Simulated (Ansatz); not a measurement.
```xyz
5

F     0.051    0.972   -0.946
C     0.135    0.011    0.004
Cl   -1.474   -0.588    0.422
H     0.577    0.434    0.905
H     0.711   -0.828   -0.384
```

Charge 0, multiplicity 1.

**Question.** List the PBE0/def2-TZVPP orbital energies in eV (the Gaussian-basis code of Ansatz). (Estimate.)

**Answer.** The calculation gave: Occupied: -2767.67, -674.50, -282.07, -259.50, -197.84, -197.62, -197.61, -34.50, -24.26, -19.31, -15.03, -15.00, -14.00, -11.08, -10.82, -9.31, -8.82. Lowest empty: 0.71, 1.77, 2.31, 2.76, 4.50, 6.59, 6.69, 7.45.
